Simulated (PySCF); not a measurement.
# Li2−: from the state search to spectroscopic constants

An exercise on one series of results from a longer session: the logs are not shown, and one member is left open.

The runs use PySCF 2.14.0; Li aug-pcseg-1, no relativity.

4 further runs of the same task are left out: 4 set aside as unsound or not needed.

Set-up of the first run:

The job is set up so:

```
atoms                         : Li, Li
charge                        : -1
basis                         : Li aug-pcseg-1
Hamiltonian                   : no relativity
basis functions               : 26
electrons treated             : 7
masses in u                   : 7.0160, 7.0160
levels                        : PBE0, PBE, r²SCAN, PW91, BLYP, B2PLYP, MP2, SCS-MP2, CCSD, CCSD(T)
grid                          : 80 radial by 434 angular points
occupations                   : held fixed by the projection of orbital angular momentum
dissociation limit            : Li + Li−, each in its ground configuration
starting distance in angstrom : 2.670
values of 2S to try           : 1, 3
```

Command:

```console
$ OMP_NUM_THREADS=1 python dia.py task.json out
```

Among the steps run: Input; PBE0 along the bond; PBE (GGA); r²SCAN; PW91 (GGA); BLYP; B2PLYP (double hybrid); Correlated methods on the Hartree–Fock reference.

One of the session's tables, all rows but one given; the rest of the session is left out.

It belongs to the step «Constants by level of theory». 

```
       level  Re (Å)  ωe (cm⁻¹)  De (eV)
    ROHF-MP2   3.173      204.7     0.59
ROHF-SCS-MP2       ?          ?        ?
   ROHF-CCSD   3.151      201.0     0.66
ROHF-CCSD(T)   3.145      202.6     0.69
         PBE   3.065      223.2     0.88
        PW91   3.067      222.7     0.90
        BLYP   3.030      221.2     0.76
      r²SCAN   3.156      206.3     0.88
        PBE0   3.104      216.9     0.85
      B2PLYP   3.088      213.9     0.70
```

Q: Estimate the row for ROHF-SCS-MP2 from the others.

As computed: Re (Å): 3.199; ωe (cm⁻¹): 197.6; De (eV): 0.58. In the column «Re (Å)» it is the highest.
